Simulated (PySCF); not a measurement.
## HCN at several levels of theory

All levels use the PBE0 minimum (singlet; C–H 1.069 Å, C–N 1.146 Å; H–C–N 180.0°), basis [C def2-TZVP, N def2-TZVP, H def2-TZVP], no relativity, density fitting, no spin–orbit coupling, PySCF. For vertical energies the ionised species is a doublet (spins chosen at PBE0 and kept). Atomisation goes to high-spin ground-configuration atoms, without zero-point energy. Open shells are unrestricted, also as the reference of the correlated levels. A dash marks a value that was not computed or is not defined at that level.

Coordinates in bohr (charge 0 multiplicity 1):
```
C     0.0000    0.0000    1.0470
N     0.0000    0.0000   -1.1179
H     0.0000    0.0000    3.0665
```

| level | atomisation (kJ/mol) | vertical IP (eV) | −ε(HOMO) (eV) | gap (eV) | dipole (D) |
| --- | --- | --- | --- | --- | --- |
| PBE0 | 1300 | 13.65 | 10.43 | 10.75 | 3.03 |
| CCSD(T) | 1255 | 13.77 | – | – | – |
| HF | 833 | 12.03 | 13.58 | 17.62 | 3.29 |
| PBE | 1363 | 13.81 | 9.04 | 8.19 | 2.93 |
| r2SCAN | 1287 | 13.65 | 9.32 | 8.80 | 3.03 |
| B3LYP | 1309 | 13.74 | 10.17 | 10.15 | 3.03 |
| TPSSh | 1290 | 13.59 | 9.61 | 9.42 | 3.00 |
| MP2 | 1304 | 14.08 | – | – | – |
| LC-wPBE | 1296 | 13.74 | 13.45 | 16.26 | 3.10 |
| B97-3 | 1306 | 13.67 | 10.46 | 10.94 | 3.04 |

For HCN itself CCSD(T) correlates 10 electrons; T1 = 0.014, D1 = 0.028, (T) = -46 kJ/mol.

Q: Which levels differ least and most from CCSD(T) in the atomisation?

A: Least: r2SCAN (+32 kJ/mol); most: HF (-422 kJ/mol). CCSD(T) atomisation energies in a triple-zeta basis lie tens of kJ/mol low, so this is no ranking by accuracy.
